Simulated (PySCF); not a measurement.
**Structure from 2D NMR**

Compound of formula C₅H₇N. Correlations simulated from computed shifts and couplings:

HSQC (one-bond C–H):
```csv
δH,δC,"¹J(C,H) (Hz)"
7.69,154.2,162
7.12,154.2,192
5.93,113.9,173
5.89,113.9,172
2.91,48.1,170
1.79,17.5,172
1.77,17.5,172
```

COSY cross peaks (|J| ≥ 2 Hz):
```csv
δH,δH,abs. J (Hz),bonds
7.69,7.12,18.5,2
5.93,1.79,3.9,4
5.93,1.77,3.6,4
5.89,2.91,2.6,4
5.89,1.79,3.1,4
5.89,1.77,2.9,4
2.91,1.79,3.6,3
2.91,1.77,8.2,3
1.79,1.77,11.4,2
```

HMBC (two and three bonds, |J| ≥ 2.5 Hz):
```csv
δH,δC [abs. J in Hz]
7.69,48.1 [16.7]
7.12,48.1 [23.0]
5.93,"48.1 [5.2], 17.5 [9.8]"
5.89,"48.1 [10.4], 17.5 [4.2]"
2.91,154.2 [10.0]
1.79,"145.2 [5.5], 113.9 [4.1], 48.1 [3.1]"
1.77,"145.2 [5.2], 113.9 [3.6]"
```

Carbons without hydrogens: δ 145.2.

Gas phase, one conformer, non-relativistic Hamiltonian. NMR shieldings at PBE0/pcSseg-1/GIAO; coordinates at the PBE0-D3(BJ)/def2-SVP level; J couplings at B3LYP/pcJ-1 (spin–dipole term only in couplings to heteroatoms); PySCF.

Referencing at the same level of theory: ¹H (31.27 ppm) and ¹³C (184.41 ppm) vs TMS.

Exchangeable hydrogens are left out of these lists, and C,H couplings along chains are those of one rotamer, so weak HMBC peaks may be missing or extra.

Task: Work out the connectivity.

Result: `InChI=1S/C5H7N/c1-4-3-5(4)6-2/h5H,1-3H2/t5-/m0/s1`.

Structure with atom numbers: `[CH2:1]=[N:2][C@H:3]1[CH2:4][C:5]1=[CH2:6]`; H(Xn) means a hydrogen on atom n. Ha(C1), Ha(C6) are cis to C3; Ha(C4) is cis to N2 on the ring; Hb(C1), Hb(C6) are trans to C3; Hb(C4) is trans to N2 on the ring.

1. δC 154.2 is C1, a C=N carbon (δH 7.12, 7.69).
2. δC 145.2 is C5, a fully substituted alkene carbon.
3. δC 113.9 is C6, a terminal =CH2 carbon (δH 5.93, 5.89).
4. δC 48.1 is C3, a three-membered-ring carbon (δH 2.91).
5. δC 17.5 is C4, a three-membered-ring carbon (δH 1.77, 1.79).
6. HMBC from δH 1.79 reaches the proton-free carbon C5.
7. HMBC from δH 1.77 reaches the proton-free carbon C5.
8. COSY links 7.69–7.12, 5.93–1.79, 5.93–1.77, 5.89–2.91, 5.89–1.79, 5.89–1.77.

This is the structure that produced the data.

Unscaled 3J(H,H) at this level run about 10 % above measured values. Shifts are as computed. Against solution values, carbons near 30 ppm lie about +2 ppm off and those near 130 ppm about +5 ppm. Of 1211 compounds with measured shifts, 218 miss one by over three times the rms of a fit or turn the order of signals round; such compounds aren't used in these exercises.
